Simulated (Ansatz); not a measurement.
Match the barriers

Saddle point of C2H4N, doublet (C₂H₃N (CC#N) + H → C₂H₂N ([CH2][C][N]) + H₂; bonds formed: H1–H5; bonds broken: H1–C2), PBE0-D4/def2-TZVP structure:

H1  (-0.911, 0.592, -0.209)
C2  (0.334, 0.316, 0.111)
C3  (0.486, -1.097, 0.061)
N4  (0.572, -2.246, 0.011)
H5  (-1.805, 0.840, -0.436)
H6  (0.425, 0.741, 1.107)
H7  (0.900, 0.854, -0.645)
(Å)

Program: Ansatz 0.2.0. Basis: def2-TZVPP, with def2-QZVPP for the basis limit. Cores are frozen in the correlated methods; orbitals are unrestricted. Extrapolation: Hartree–Fock as exp(−7.88 √X), correlation as X^−2.97. Four methods, as single points on the PBE0-D4 structures, gave these electronic barriers from the start structure: 0.58, 4.45, 10.26, 22.63 kcal/mol.

(1) The methods were, in alphabetical order, BHLYP-D4, HF, r2SCAN-D4, SPW92. Which gave which? (A judgement: the text doesn't fix the answer.)

No T1 diagnostic of these runs exceeds 0.034. ⟨S²⟩ of the unrestricted Hartree–Fock references: 0.75 to 0.94 (a pure state has 0.75). The unrestricted reference is spin-contaminated, which hurts MP2 most.

Results:

(1) By the calculation: SPW92 0.58; r2SCAN-D4 4.45; BHLYP-D4 10.26; HF 22.63 kcal/mol. For comparison, CCSD(T) at an estimated basis limit (MP2 extrapolated from triple and quadruple zeta, plus CCSD(T) − MP2 in triple zeta) gives 13.01 kcal/mol.

Labels in which every atom is bracketed show which atoms are joined, not bond orders.

For scale, one of the runs: CCSD(T)/def2-TZVPP, 149 basis functions, launched by `ansatz run in.yaml --threads 2 --pin off --events-out ev --progress --plain --max-ram 4352MiB`. Hardware: 2 CPU threads of an Arm Neoverse V2, shared host. Wall time 45 s; peak host memory 2.3 GiB.
